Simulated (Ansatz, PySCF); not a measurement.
Molecule: C₂H₃O (charge -1, singlet). It need not be the lowest isomer of its formula. Whether it binds its extra electron was not tested at this geometry. 
Coordinates optimised at B3LYP-D3(BJ)/def2-TZVP (Ansatz, an electronic-structure program):
```xyz
6

O      1.1506     0.2732     0.3820
C      0.0239     0.3105    -0.1879
H     -0.1824     1.1961    -0.8570
C     -1.0382    -0.5681    -0.1381
H     -0.9966    -1.4724     0.4633
H     -1.9401    -0.3641    -0.7061
```
Charge -1, spin multiplicity 1.

Total electronic energies in hartree. Correlated levels leave the core frozen unless marked. Spin-orbit coupling is left out. Non-relativistic. FCI takes restricted orbitals. Basis-set limits of correlation are two-point, X^-3; Hartree-Fock from the larger set. The bracket is a focal-point correction in the basis named.

| level | program | energy (Eh) |
|---|---|---|
| HF/aug-cc-pVTZ | Ansatz | -152.36624 |
| HF-D3(BJ)/def2-TZVPD | PySCF + dftd3 | -152.39524 |
| HF-D4/def2-TZVPD | PySCF + dftd4 | -152.38231 |
| revPBE-D4/def2-TZVPD | Ansatz + dftd4 | -153.26954 |
| BP86-D4/def2-TZVPD | PySCF + dftd4 | -153.30970 |
| TPSS/def2-TZVPD | PySCF | -153.32113 |
| PBE0/def2-TZVP | Ansatz | -153.11281 |
| HSE06-D4/def2-TZVPD | Ansatz + dftd4 | -153.11251 |
| LC-wPBE-D4/def2-TZVPD | Ansatz + dftd4 | (withheld) |
| B2GP-PLYP-D3(BJ)/def2-TZVPD | Ansatz + dftd3 | -153.14526 |
| PBE-QIDH/def2-TZVPD | Ansatz | -153.08892 |
| MP2/STO-3G | Ansatz | -150.29991 |
| MP2/cc-pVDZ | Ansatz | -152.76411 |
| RI-MP2/aug-cc-pVTZ | Ansatz | -152.96218 |
| RI-MP2/CBS(aug-cc-pVTZ,aug-cc-pVQZ) | Ansatz | -153.0318 |
| SCS-MP2/6-31G* | Ansatz | -152.71076 |
| SCS-MP2/aug-cc-pVDZ | Ansatz | -152.81485 |
| SCS-MP2/cc-pVTZ | Ansatz | -152.92791 |
| CCSD/cc-pVDZ | Ansatz | -152.78595 |
| CCSD/aug-cc-pVTZ | Ansatz | -152.97173 |
| CCSD(T)/cc-pVDZ | PySCF | -152.80215 |
| FCI/STO-3G | Ansatz | -150.33703 |
| RI-MP2/CBS(aug-cc-pVTZ,aug-cc-pVQZ)+[CCSD(T)-MP2]/aug-cc-pVTZ | Ansatz | -153.0704 |

Question: Fill in the missing entries.

Answer: 
- LC-wPBE-D4/def2-TZVPD, energy (Eh): -153.19765
